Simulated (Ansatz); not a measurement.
**Worked example: correlation energy of H$_{3}$Ge–GeH⁺, quartet**

Geometry: that of the H3Ge–GeH, triplet, kept fixed. The doublet lies 3.0 eV lower here.

```xyz
6

Ge    0.0000   -0.0229    1.1903
Ge    0.0000    0.0409   -1.2321
H     1.2555   -0.7421    1.7164
H     0.0000    1.4326    1.6767
H    -1.2555   -0.7421    1.7164
H     0.0000   -1.2486   -2.0914
```

Basis cc-pVDZ; Ansatz 0.2.0. Correlated methods freeze the noble-gas cores and the filled d shells of p-block atoms, which leaves 11 electrons in 46 orbitals. Prefix R: restricted or restricted open-shell reference; prefix U: unrestricted. No spin–orbit coupling is included, and no scalar relativity.

Full CI isn't at hand for all of this; UCCSDT(Q) serves as the reference, and is uncertain by the last step of the cluster series or more.

UCCSD has a T1 diagnostic of 0.019 and a largest doubles amplitude of 0.06.

Runs differ by some tens of microhartree through their thresholds and, for an open shell, their frozen cores, so steps under 0.03 kcal/mol mean nothing.

Here the R and U totals at CCSDT(Q) differ by 0.42 kcal/mol, a measure of how far such totals hang on the determinant and its frozen core.

```
    level  total energy (hartree)
      UHF            -4152.579875
     UMP2            -4152.722631
    UCCSD            -4152.763717
 UCCSD(T)            -4152.768317
   UCCSDT            -4152.769560
UCCSDT(Q)            -4152.769724
```

Problem. What is the correlation energy at UCCSDT(Q), and what share of it do UMP2 and UCCSD recover?

Solution. E(corr) = -4152.769724 − (-4152.579875) = -0.189849 hartree = -5.166 eV. UMP2: -0.142756 / -0.189849 = 75.19 %. UCCSD: -0.183842 / -0.189849 = 96.84 %.

Problem. By how many kcal/mol does UCCSD(T) miss UCCSDT(Q) (1 hartree = 627.509 kcal/mol), and which steps make up the rest?

Solution. -4152.768317 − (-4152.769724) = 0.001407 hartree = 0.88 kcal/mol. Steps: UCCSDT − UCCSD(T) = -0.78, UCCSDT(Q) − UCCSDT = -0.10 kcal/mol. Differences between like states or geometries often cancel part of this.
